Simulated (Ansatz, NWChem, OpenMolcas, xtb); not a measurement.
## Loss of HCl: C3H5Cl → C3H4 + HCl

Gas-phase species: C3H5Cl (allyl chloride) `C=CCCl`, singlet; C3H4 (allene) `C=C=C`, singlet; HCl (hydrogen chloride), singlet. This is a balance of energies; it says nothing on the path, which may need atoms to shift.

Shapes, held fixed at every level: PBE0-D4/def2-TZVP. Flexible molecules stand in one conformer, not always the lowest. Programs: Ansatz 0.2.0, NWChem 7.3.0, OpenMolcas 26.06, xtb 6.7.1. A level may come from different programs for different species; with the same settings they agree closely. The zero-point and thermal change to 298 K, harmonic and unscaled (PBE0-D4/def2-TZVP), is -19.3 kJ/mol.

| level | kind | ΔH(298 K) (kJ/mol) |
| --- | --- | --- |
| GFN1-xTB | semi-empirical | +114.2 |
| HF/STO-3G | Hartree–Fock | +247.4 |
| HF/3-21G | Hartree–Fock | +107.7 |
| HF/def2-SVP | Hartree–Fock | +89.1 |
| B3LYP/6-31G* (Cartesian functions) | global hybrid | +105.6 |
| PBE0/def2-SVP | global hybrid | +108.2 |

PBE0/def2-SVP gives ΔH(298 K) = +108.2 kJ/mol; the levels span +89.1 to +247.4. The median of the levels is +108.0. No measured value is set beside it here. Rows in sets without polarisation functions are far from converged.
